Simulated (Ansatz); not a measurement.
## A barrier at the coupled-cluster level

Start structure (AlPNH7, singlet), relaxed at PBE0-D4/def2-TZVP:

```xyz
10
angstrom
Al -0.5967 0.2200 -1.0416
N 0.6153 1.5276 -0.8581
H -0.2387 -0.9618 -2.0517
H -2.1050 0.5722 -0.6593
H -0.1518 -0.3783 2.3415
P -0.0587 -1.0989 1.1322
H 0.4315 2.4255 -0.4422
H 1.5353 1.5170 -1.2662
H 1.2720 -1.5432 1.2811
H -0.7032 -2.2801 1.5644
```

The step: AlNH₄ ([NH2][AlH2]) + PH₃ → AlPH₄ ([AlH2][PH2]) + NH₃ (still joined by a long Al–N bond); bonds formed: N2–H5; dative contacts that become bonds: Al1–P6; bonds broken: H5–P6; bonds weakened to dative contacts: Al1–N2. Computed with Ansatz 0.2.0 (basis: def2-TZVPP and def2-QZVPP); correlated methods freeze the cores. Extrapolation: Hartree–Fock as exp(−7.88 √X), correlation as X^−2.97. Energies below are by CCSD(T) at an estimated basis limit (MP2 extrapolated from triple and quadruple zeta, plus CCSD(T) − MP2 in triple zeta).

Task: What are the electronic barrier and the energy of the step, from the start structure to the end structure? (To be estimated.)

Result: The calculation gives: Barrier 103.2 kJ/mol; step energy -37.2 kJ/mol (downhill); reverse barrier, their difference, 140.5 kJ/mol. Barrier and step energy count from the start structure, the reverse barrier from the end structure.

The saddle point: One imaginary mode of 1188i cm⁻¹.
| pair | start (Å) | saddle (Å) | end (Å) |
| --- | --- | --- | --- |
| Al1–P6 | 2.60 | 2.48 | 2.37 |
| N2–H5 | 3.80 | 1.50 | 1.02 |
| Al1–N2 | 1.79 | 1.91 | 2.06 |
| H5–P6 | 1.41 | 1.62 | 3.43 |

Zero-point energy (harmonic, PBE0-D4): ZPE is 171.5 kJ/mol at the start and 165.6 kJ/mol at the saddle, so the barrier goes from 103.2 to 97.3 kJ/mol.

No T1 diagnostic of these runs exceeds 0.013.

Labels in which every atom is bracketed show which atoms are joined, not bond orders.

For scale, one of the runs: CCSD(T)/def2-TZVPP, 213 basis functions, launched by `ansatz run in.yaml --threads 2 --pin off --events-out ev --progress --plain --max-ram 4352MiB`. Hardware: 2 CPU threads, shared host. Wall time 23 s; peak host memory 2.9 GiB.
